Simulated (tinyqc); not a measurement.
Coupled-perturbed Hartree-Fock on RHF in the sto-3g basis, for H2O, spin multiplicity 1, step by step. One step of it, computed by the program tinyqc.

Problem. Coupled step 1. U_ai = -(mu_ai + sum_bj [4 (ai|bj) - (ab|ij) - (aj|bi)] U_bj) / (e_a - e_i); alpha = -4 sum U_ai mu_ai.

uncoupled U:
```
           i1        i2         i3        i4        i5
a6  -0.000371  0.001780  -0.675717  0.119875  0.000000
a7  -0.002596  0.062114   0.090937  0.592964  0.000000
```

dipole integrals <a|y|i> (bohr):
```
          i1         i2         i3         i4        i5
a6  0.007728  -0.003274   0.792124  -0.125006  0.000000
a7  0.054375  -0.121121  -0.116670  -0.683983  0.000000
```

orbital energies (hartree): MO1 -20.252939, MO2 -1.258598, MO3 -0.591585, MO4 -0.462117, MO5 -0.393336, MO6 0.580688, MO7 0.691382

Two-electron integrals over orbitals (pq|rs), unique and non-zero (hartree):
```
(11|11) 4.745141    (21|11) -0.418284   (21|21) 0.058576    (22|11) 1.006285
(22|21) -0.013263   (22|22) 0.727624    (31|11) 0.009688    (31|21) -0.001131
(31|22) 0.001065    (31|31) 0.011159    (32|11) -0.004322   (32|21) 0.000579
(32|22) 0.004140    (32|31) 0.017713    (32|32) 0.140921    (33|11) 0.796305
(33|21) -0.004514   (33|22) 0.641203    (33|31) -0.000352   (33|32) -0.001699
(33|33) 0.626524    (41|11) 0.185968    (41|21) -0.023141   (41|22) 0.015644
(41|31) 0.000763    (41|32) 0.000056    (41|33) 0.006464    (41|41) 0.027105
(42|11) -0.138093   (42|21) 0.009213    (42|22) -0.001914   (42|31) -0.000014
(42|32) 0.000689    (42|33) 0.005662    (42|41) 0.017915    (42|42) 0.125066
(43|11) 0.010290    (43|21) -0.000423   (43|22) 0.003540    (43|31) -0.003549
(43|32) 0.020762    (43|33) 0.002181    (43|41) -0.000556   (43|42) -0.004742
(43|43) 0.049962    (44|11) 0.977993    (44|21) -0.013031   (44|22) 0.668693
(44|31) -0.000012   (44|32) -0.004148   (44|33) 0.591588    (44|41) -0.010405
(44|42) -0.101826   (44|43) 0.005163    (44|44) 0.757263    (51|51) 0.026022
(52|51) 0.032548    (52|52) 0.145201    (53|51) -0.000731   (53|52) -0.002479
(53|53) 0.028539    (54|51) -0.013572   (54|52) -0.047905   (54|53) 0.001492
(54|54) 0.054830    (55|11) 1.115342    (55|21) -0.011756   (55|22) 0.748023
(55|31) 0.000270    (55|32) -0.002139   (55|33) 0.625293    (55|41) 0.005207
(55|42) -0.074103   (55|43) 0.005794    (55|44) 0.717027    (55|55) 0.880159
(61|11) 0.222138    (61|21) -0.033637   (61|22) 0.000353    (61|31) 0.002434
(61|32) 0.002533    (61|33) -0.000657   (61|41) -0.000305   (61|42) -0.020682
(61|43) 0.000096    (61|44) 0.018687    (61|55) 0.005834    (61|61) 0.030008
(62|11) -0.295034   (62|21) 0.006180    (62|22) -0.140082   (62|31) 0.001456
(62|32) 0.007321    (62|33) -0.075921   (62|41) -0.018653   (62|42) -0.022398
(62|43) -0.004939   (62|44) -0.077497   (62|55) -0.152775   (62|61) 0.008677
(62|62) 0.100234    (63|11) 0.050367    (63|21) -0.001054   (63|22) 0.021827
(63|31) -0.003300   (63|32) 0.034539    (63|33) 0.013801    (63|41) 0.000207
(63|42) -0.010532   (63|43) 0.030045    (63|44) 0.018564    (63|55) 0.027461
(63|61) 0.000214    (63|62) -0.014458   (63|63) 0.069714    (64|11) -0.234935
(64|21) 0.002759    (64|22) -0.101805   (64|31) -0.001310   (64|32) -0.010335
(64|33) -0.045648   (64|41) -0.001062   (64|42) 0.042126    (64|43) -0.004683
(64|44) -0.126749   (64|55) -0.126215   (64|61) -0.001769   (64|62) 0.058311
(64|63) -0.019730   (64|64) 0.079641    (65|51) -0.014680   (65|52) -0.055767
(65|53) 0.004095    (65|54) -0.000218   (65|65) 0.037228    (66|11) 0.809754
(66|21) -0.007198   (66|22) 0.614523    (66|31) -0.001781   (66|32) -0.024192
(66|33) 0.570355    (66|41) 0.020173    (66|42) 0.053688    (66|43) -0.014246
(66|44) 0.553770    (66|55) 0.591811    (66|61) -0.009190   (66|62) -0.097636
(66|63) -0.009869   (66|64) -0.043874   (66|66) 0.606489    (71|11) -0.035490
(71|21) 0.005540    (71|22) 0.000456    (71|31) 0.014799    (71|32) 0.022304
(71|33) -0.000720   (71|41) -0.000492   (71|42) 0.002474    (71|43) -0.004981
(71|44) -0.002565   (71|55) -0.000907   (71|61) -0.001761   (71|62) 0.001459
(71|63) -0.004009   (71|64) -0.001430   (71|66) -0.001902   (71|71) 0.020612
(72|11) 0.049218    (72|21) -0.000938   (72|22) 0.022947    (72|31) 0.013952
(72|32) 0.041640    (72|33) 0.009430    (72|41) 0.002329    (72|42) 0.000030
(72|43) -0.034723   (72|44) 0.015407    (72|55) 0.025013    (72|61) 0.001513
(72|62) -0.006576   (72|63) -0.032484   (72|64) -0.011039   (72|66) 0.017135
(72|71) 0.017739    (72|72) 0.063920    (73|11) 0.358305    (73|21) -0.007308
(73|22) 0.138657    (73|31) 0.000151    (73|32) -0.009535   (73|33) 0.088707
(73|41) -0.000740   (73|42) -0.079455   (73|43) 0.000380    (73|44) 0.151054
(73|55) 0.189337    (73|61) 0.006741    (73|62) -0.072095   (73|63) 0.011613
(73|64) -0.084362   (73|66) 0.042626    (73|71) -0.000944   (73|72) 0.016486
(73|73) 0.154084    (74|11) 0.022213    (74|21) -0.000288   (74|22) 0.007413
(74|31) -0.009529   (74|32) -0.077347   (74|33) 0.005890    (74|41) 0.000474
(74|42) -0.001685   (74|43) -0.001521   (74|44) 0.013029    (74|55) 0.011462
(74|61) -0.001831   (74|62) -0.009482   (74|63) -0.043552   (74|64) 0.002915
(74|66) 0.021259    (74|71) -0.012576   (74|72) -0.014660   (74|73) 0.015496
(74|74) 0.070559    (75|51) 0.002334    (75|52) 0.008945    (75|53) 0.023277
(75|54) -0.000915   (75|65) -0.002041   (75|75) 0.024393    (76|11) 0.003155
(76|21) -0.000274   (76|22) -0.003425   (76|31) -0.008316   (76|32) -0.090084
(76|33) 0.004416    (76|41) -0.002224   (76|42) -0.008119   (76|43) -0.048897
(76|44) 0.008301    (76|55) 0.002161    (76|61) 0.000401    (76|62) 0.005110
(76|63) -0.057026   (76|64) 0.010617    (76|66) 0.024428    (76|71) -0.010802
(76|72) 0.009702    (76|73) 0.015190    (76|74) 0.055784    (76|76) 0.105094
(77|11) 0.852540    (77|21) -0.008903   (77|22) 0.619927    (77|31) 0.002861
(77|32) 0.027278    (77|33) 0.604028    (77|41) 0.004588    (77|42) -0.011938
(77|43) 0.015141    (77|44) 0.596402    (77|55) 0.617574    (77|61) 0.004514
(77|62) -0.066153   (77|63) 0.029516    (77|64) -0.045510   (77|66) 0.558228
(77|71) 0.002715    (77|72) 0.008522    (77|73) 0.083721    (77|74) -0.013435
(77|76) -0.024605   (77|77) 0.619206
```

Give: U after step 1; polarisability.

Solution.

U after step 1:
```
         i1      i2       i3      i4      i5
a6  -0.0002  0.0019  -0.8627  0.1494  0.0000
a7  -0.0021  0.0974   0.1246  0.7659  0.0000
```

polarisability = 5.0093 bohr^3
